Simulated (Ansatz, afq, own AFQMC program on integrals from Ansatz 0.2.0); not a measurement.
# GaBr⁺, doublet in cc-pVDZ along one coordinate

```xyz
2

Ga    0.0000    0.0000    0.0000
Br    0.0000    0.0000    2.2452
```

The Ga1–Br2 distance is changed with both sides rigid. Energies in kcal/mol count from this geometry (2.245 Å) at the same level; the start stands on UHF, each point on the determinant named.

Basis cc-pVDZ. Only valence electrons are correlated. Integrals, coupled cluster, full CI and functionals: Ansatz 0.2.0; the random walks run on the same integrals in our own AFQMC program. ph-AFQMC/CISD is guided by a CISD state made of CCSD amplitudes; releasing the constraint for a short imaginary time cuts its bias at the price of noise, slowly where states lie close. ± is one standard error of the sampling. No spin–orbit coupling.

Cautions, each for one point or more: inner d shell frozen; no relativity below Rb; no spin-orbit coupling; unrestricted determinant slightly spin contaminated.

| r(Ga1–Br2) / Å | det. | T1 | weight | ⟨S²⟩ | CCSD(T) | ph-AFQMC/CISD | CCSDT(Q) | MP2 | PBE0 |
| --- | --- | --- | --- | --- | --- | --- | --- | --- | --- |
| 2.034 | UHF | 0.018 | 0.92 | 0.76 | 12.3 | 12.0 ± 0.3 | 12.4 | 10.8 | 10.4 |
| 2.509 | UHF | 0.025 | 0.89 | 0.81 | 3.8 | 3.6 ± 0.3 | 3.7 | 7.3 | 4.6 |
| 3.173 | UHF† | 0.008 | 0.90 | 0.76 | 4.3 | 4.3 ± 0.2 | 4.7 | 8.5 | 8.7 |
| 4.186 | UHF† | 0.006 | 0.91 | 0.76 | 8.0 | 7.8 ± 0.2 | 8.5 | 12.0 | 14.6 |
| 5.970 | UHF† | 0.005 | 0.91 | 0.76 | 11.0 | 11.0 ± 0.3 | 11.6 | 15.0 | 18.3 |

Weight is that of the determinant in the CISD state; at the start T1 is 0.021 and the weight 0.91, and ⟨S²⟩ is 0.77. A dagger marks points whose determinant fills other symmetries than the start's, so the wave-function levels may follow another state there, or a degenerate partner. Largest departures from CCSDT(Q), at the points where its series has closed: CCSD(T) -0.5 kcal/mol at 5.970 (on UHF), ph-AFQMC/CISD -0.7 kcal/mol at 4.186 (on UHF), MP2 3.8 kcal/mol at 3.173 (on UHF), PBE0 -2.0 kcal/mol at 2.034. Functionals count only at points shown to share the start's state and spin. In this small basis the wave-function levels are far from their limit, so their gap to the functionals isn't the functionals' error. In total energy ph-AFQMC/CISD lies 31 ± 9 meV above CCSDT(Q) at the start, so its agreement along the curve rests in part on cancellation.

Some points may be missing: those where a free walk finds a much lower state, and past Zn most of those on another determinant than at the start.

CCSDT and higher add their correlation energy to the determinant of the CCSD(T) run, since their own runs factorise the integrals more tightly (a shift of under 2 meV). A walk keeps the symmetry of its determinant, which the program's search chose and which needn't be the lowest solution, so a lower state of the same spin and another symmetry isn't excluded.
